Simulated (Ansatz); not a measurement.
C$_{3}$H$_{4}$FNO (`C=N/C(O)=C/F`). Charge 0, multiplicity 1. The geometry is a stationary point of PBE0-D4/def2-TZVP. It is one conformer, not always the lowest.

```xyz
10

C    -1.007    1.113    0.776
N    -0.701    0.693   -0.377
C     0.153   -0.392   -0.528
O    -0.182   -1.237   -1.523
C     1.272   -0.546    0.183
F     2.118   -1.550   -0.062
H    -0.670    0.627    1.697
H    -1.636    1.997    0.862
H    -0.948   -0.855   -1.967
H     1.602    0.150    0.940
```

(1) What is the dipole moment at B3LYP/def2-TZVPP? (Best estimate.)

(2) And with PBE, r2SCAN, ωB97M-V? (Best estimate.)

(3) Give the Mulliken charges with B3LYP, r2SCAN, PBE in def2-TZVPP. (Estimate.)

Answers

(1) Ansatz gave: 3.12 D, with components (-1.89, 1.98, 1.50) D in this frame, pointing from negative to positive charge.

(2) The calculation gave: PBE 2.72 D, r2SCAN 2.92 D, ωB97M-V 3.26 D.

(3) The calculation gave: 
```json
{"atom": "C1", "B3LYP": "-0.10", "r2SCAN": "0.00", "PBE": "-0.09"}
{"atom": "N2", "B3LYP": "-0.21", "r2SCAN": "-0.27", "PBE": "-0.17"}
{"atom": "C3", "B3LYP": "0.26", "r2SCAN": "0.29", "PBE": "0.21"}
{"atom": "O4", "B3LYP": "-0.28", "r2SCAN": "-0.30", "PBE": "-0.24"}
{"atom": "C5", "B3LYP": "0.00", "r2SCAN": "0.01", "PBE": "-0.02"}
{"atom": "F6", "B3LYP": "-0.20", "r2SCAN": "-0.19", "PBE": "-0.15"}
{"atom": "H7", "B3LYP": "0.09", "r2SCAN": "0.07", "PBE": "0.07"}
{"atom": "H8", "B3LYP": "0.12", "r2SCAN": "0.08", "PBE": "0.11"}
{"atom": "H9", "B3LYP": "0.20", "r2SCAN": "0.21", "PBE": "0.20"}
{"atom": "H10", "B3LYP": "0.10", "r2SCAN": "0.10", "PBE": "0.09"}
```

B3LYP here is the variant with VWN-RPA as its local correlation; programs differ in this.
